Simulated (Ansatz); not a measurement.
# C4H4Cl2: the cost of one run

All numbers are computed with Ansatz 0.2.0, driven from Python. Level of theory: PBE/def2-SVP.

### Step 1. Starting point

Bond lengths: C1–C2 1.201 Å, C2–C3 1.472 Å, C3–Cl4 1.793 Å, C3–C5 1.526 Å, C5–Cl6 1.789 Å, C1–H7 1.066 Å, C3–H8 1.095 Å, C5–H9 1.095 Å, C5–H10 1.095 Å. Angles: C1–C2–C3 179.7°, C2–C1–H7 179.9°, C2–C3–Cl4 106.9°, C2–C3–C5 112.7°, C2–C3–H8 110.5°, Cl4–C3–C5 109.2°, Cl4–C3–H8 106.5°, C5–C3–H8 110.7°, C3–C5–Cl6 111.8°, C3–C5–H9 112.0°, C3–C5–H10 111.0°, Cl6–C5–H9 107.2°, Cl6–C5–H10 106.3°, H9–C5–H10 108.3°.

No structure file is read: the coordinates are typed or built in the script.

### Step 2. The script

Contents of opt.py:

```python
"""Relax the C4H4Cl2 molecule."""

import itertools
import warnings

import ansatz as az
from ase.data import atomic_numbers, covalent_radii
import numpy as np

params = {
    "basis_set": "def2-SVP",
    "functional": "PBE",
}

GEOMETRY = """
C     2.27040    0.07630   -0.46120
C     1.18540    0.06630    0.05480
C    -0.14410    0.06150    0.68710
Cl   -0.17250   -1.31970    1.83010
C    -1.27670   -0.09880   -0.32310
Cl   -1.46230    1.35590   -1.34720
H     3.23400    0.08440   -0.91730
H    -0.28670    0.96550    1.28820
H    -1.11080   -0.94820   -0.99450
H    -2.23670   -0.24330    0.18290
"""


def main() -> None:
    warnings.simplefilter("ignore", az.DeckWarning)

    c4h4cl2 = az.Crystal.molecule()
    for line in GEOMETRY.strip().splitlines():
        symbol, *xyz = line.split()
        c4h4cl2 = c4h4cl2.atom(symbol, [float(v) for v in xyz])

    model = (
        c4h4cl2.calculation()
        .basis(gaussian=params["basis_set"])
        .functional(params["functional"])
    )
    symbols = [site.symbol for site in c4h4cl2.cartesian_sites]
    start = np.array([site.position_ang for site in c4h4cl2.cartesian_sites], dtype=float)
    def progress(event):
        if event["event"] == "relax_step":
            row = event["data"]
            print(f"step {row['step']:3d}  E = {row['lagrangian_ev']:.6f} eV  largest force component {row['allowed_force_max_ev_ang']:.4f} eV/A")


    report = model.relax(force_tolerance=0.02, max_steps=100).session().plan().execute(on_event=progress).report
    end = np.array(report["positions_ang"])

    print(f"E = {report['free_energy_ev']:.6f} eV = {report['free_energy_ev'] / 27.211386246:.7f} Ha")
    print("converged:", report["converged"], " doubts:", report["published_state_doubts"] or "none")

    # pairs closer than 1.2 times the sum of covalent radii, before or after
    radius = [covalent_radii[atomic_numbers[s]] for s in symbols]
    span = lambda where, i, j: np.linalg.norm(where[i] - where[j])
    bonded = [(i, j) for i, j in itertools.combinations(range(len(symbols)), 2) if min(span(start, i, j), span(end, i, j)) < 1.2 * (radius[i] + radius[j])]
    print("pair        before    after (A)")
    for i, j in bonded:
        print(f"{symbols[i]}{i}-{symbols[j]}{j}".ljust(10), f"{span(start, i, j):8.4f} {span(end, i, j):8.4f}")

    charges = report["charge_distribution"]
    print("dipole moment", round(4.803205 * float(np.linalg.norm(charges["dipole_moment_e_ang"])), 3), "D")
    print("Mulliken:", [(s, round(q, 3)) for s, q in zip(symbols, charges["mulliken_charges_e"])])


if __name__ == "__main__":
    main()
```

### Step 3. The input behind the calls

The package turns the script's settings into the engine's input:

```yaml
crystal:
  periodic: [false, false, false]
  atoms:
    - { symbol: C, position_ang: [2.2704, 0.0763, -0.4612] }
    - { symbol: C, position_ang: [1.1854, 0.0663, 0.0548] }
    - { symbol: C, position_ang: [-0.1441, 0.0615, 0.6871] }
    - { symbol: Cl, position_ang: [-0.1725, -1.3197, 1.8301] }
    - { symbol: C, position_ang: [-1.2767, -0.0988, -0.3231] }
    - { symbol: Cl, position_ang: [-1.4623, 1.3559, -1.3472] }
    - { symbol: H, position_ang: [3.234, 0.0844, -0.9173] }
    - { symbol: H, position_ang: [-0.2867, 0.9655, 1.2882] }
    - { symbol: H, position_ang: [-1.1108, -0.9482, -0.9945] }
    - { symbol: H, position_ang: [-2.2367, -0.2433, 0.1829] }
basis:
  gaussian:
    orbitals: def2-SVP
hamiltonian:
  xc: pbe
relax:
  f_tol: 0.02
  max_steps: 100
```

### Step 4. Launch

Run with:

```console
$ python opt.py
```

**Question.** How long does this script take on 1 thread of Arm Neoverse V2, shared host, and how much memory does it need?

About 23 s, with a peak of 0.22 GiB.
